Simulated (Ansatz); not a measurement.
C3H7NO can be A, `NCC1CO1`, or B, `C/C=C(\N)O`.

Calculated with Ansatz (gas phase, PBE0-D4/def2-TZVP geometries, no zero-point term in ΔE). CCSD(T)/CBS adds triple-zeta CCSD(T) − MP2 to the extrapolated MP2 energy (def2 sets, frozen cores). Functionals use def2-TZVPP. B3LYP here is the variant with VWN-RPA as its local correlation; programs differ in this. Each species was taken in one conformer, which may not be the lowest.

A:

```xyz
12

N     0.3938   -1.6529   -0.7890
C    -0.6231   -0.6949   -0.3974
C    -0.1875    0.2849    0.6587
C     0.3475    1.5965    0.3073
O    -0.9708    1.4567    0.8124
H     1.2353   -1.1779   -1.0924
H     0.6505   -2.2482   -0.0114
H    -0.9492   -0.1331   -1.2781
H    -1.4985   -1.2464   -0.0406
H     0.1404   -0.1573    1.6013
H     1.0489    2.0955    0.9714
H     0.4129    1.8771   -0.7422
```

B:

Z-matrix (Å, degrees):
```
C
C 1 1.491
H 1 1.096 2 112.5
H 1 1.094 2 111.0 3 119.4
H 1 1.094 2 112.4 3 -121.2
C 2 1.333 1 125.5 3 105.1
H 2 1.083 1 118.4 3 -74.8
O 6 1.362 2 120.5 1 172.2
N 6 1.394 2 127.2 1 -9.4
H 8 0.964 6 107.4 2 146.0
H 9 1.012 6 113.1 2 125.2
H 9 1.008 6 113.6 2 -2.1
```

Q: Which is lower in electronic energy at CCSD(T)/CBS, and by how much? (Estimate.)

A: The calculation gave: B, by 96.2 kJ/mol.

Q: Give E(B) − E(A) in kJ/mol with B3LYP-D4, B2PLYP, PBE0-D4, HF/def2-TZVPP, ωB97M-V, MP2/def2-TZVPP, r2SCAN-D4. (An estimate is asked.)

A: Ansatz gave: B3LYP-D4 -105.8, B2PLYP -100.0, PBE0-D4 -93.9, HF/def2-TZVPP -99.6, ωB97M-V -95.5, MP2/def2-TZVPP -91.9, r2SCAN-D4 -98.8. None reverses the order clearly.

Largest T1 diagnostic: 0.011.

In def2-TZVPP, CCSD(T) changes the Hartree–Fock value by +6.3 kJ/mol (the triples alone add −1.0 kJ/mol) and MP2 by +7.7 kJ/mol.
